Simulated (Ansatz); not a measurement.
Barrier Cl + CH4 (SMILES C) via CH4Cl, on the benchmark's geometries as Psi4's copy gives them; open shells unrestricted, no zero-point energy, no spin–orbit coupling.
Transition structure (charge 0, multiplicity 2):
```tsv
atom	x (Å)	y (Å)	z (Å)
C	0.2441	0.5999	1.7024
H	-0.6756	0.2785	2.1729
H	0.3519	1.6638	1.5377
H	1.1407	0.0658	1.9878
H	0.0572	0.1400	0.3971
Cl	-0.1376	-0.3381	-0.9594
```

Run with Ansatz (an electronic-structure program). Each number belongs to the level named beside it.

The barrier height (kcal/mol) and the share of exact exchange:

```json
[
 {"functional": "PBE/def2-TZVPPD", "exact exchange (%)": "0", "value": "-2.31"},
 {"functional": "PBE0/def2-TZVPPD", "exact exchange (%)": "25", "value": "2.00"},
 {"functional": "BLYP/def2-TZVPPD", "exact exchange (%)": "0", "value": "1.88"},
 {"functional": "B3LYP/def2-TZVPPD", "exact exchange (%)": "20", "value": "4.38"},
 {"functional": "BHLYP/def2-TZVPPD", "exact exchange (%)": "50", "value": "9.08"},
 {"functional": "r2SCAN/def2-TZVPPD", "exact exchange (%)": "0", "value": "-1.17"}
]
```

Problem. Take the value as linear in the share of exact exchange along PBE and PBE0. Give the slope, say whether the sign turns, and set the other functionals against that line.

Solution. 
Slope: (2.00 − (-2.31))/2.5 = 1.72 kcal/mol for each 10 %. The line crosses zero at 13 %, where the sign would turn. At 50 % it gives 6.3 kcal/mol. The LYP pair gives (9.08 − (1.88))/5 = 1.44 for each 10 %. BHLYP, at 50 %, lies 2.8 from the PBE line. B3LYP, at 20 %, lies 3.2 from the PBE line. r2SCAN, with none, stands 1.1 from PBE.
